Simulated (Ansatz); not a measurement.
The inner images of a band of CH$_{3}$BS (6 atoms, charge 0, multiplicity 1) are given out of order.

Theory: Ansatz, UKS LDA/def2-SVP.

First end point:

```xyz
6
Properties=species:S:1:pos:R:3
B -0.564 -0.252 -0.338
C 0.646 0.496 0.187
S 0.684 -0.654 1.350
H -0.422 -1.063 -1.242
H -1.684 0.122 -0.025
H 1.340 1.351 0.068
```

Last end point:

```xyz
6
Properties=species:S:1:pos:R:3
B -0.902 -0.420 -0.525
C 0.203 -0.054 0.264
S 1.426 0.231 1.254
H -0.745 -1.170 -1.478
H -2.012 0.020 -0.260
H 2.031 1.393 0.746
```

Problem. Put them in order from the first end to the last, with their energies above the first end.
A.
```xyz
6
Properties=species:S:1:pos:R:3
B -0.680 -0.216 -0.369
C 0.603 0.175 0.344
S 1.434 -0.416 1.612
H -0.649 -0.928 -1.363
H -1.746 0.300 -0.064
H 1.038 1.084 -0.160
```
B.
```xyz
6
Properties=species:S:1:pos:R:3
B -0.739 -0.260 -0.387
C 0.482 0.048 0.423
S 1.607 0.022 1.606
H -0.696 -1.072 -1.307
H -1.764 0.402 -0.258
H 1.110 0.860 -0.078
```
C.
```xyz
6
Properties=species:S:1:pos:R:3
B -0.837 -0.377 -0.478
C 0.156 -0.252 0.499
S 1.438 0.245 1.335
H -0.633 -1.112 -1.432
H -1.869 0.264 -0.353
H 1.745 1.231 0.428
```
D.
```xyz
6
Properties=species:S:1:pos:R:3
B -0.616 -0.217 -0.384
C 0.627 0.348 0.275
S 1.042 -0.599 1.538
H -0.519 -0.972 -1.341
H -1.726 0.189 -0.067
H 1.192 1.252 -0.021
```
E.
```xyz
6
Properties=species:S:1:pos:R:3
B -0.771 -0.295 -0.452
C 0.286 -0.089 0.454
S 1.568 0.215 1.477
H -0.641 -1.106 -1.359
H -1.798 0.362 -0.344
H 1.357 0.914 0.225
```

Solution. D (+25.5 kJ/mol), A (+54.2 kJ/mol), B (+101.3 kJ/mol), E (+203.5 kJ/mol), C (+111.9 kJ/mol).

Time of the run: 2.3 min on 1 CPU thread of a shared host.
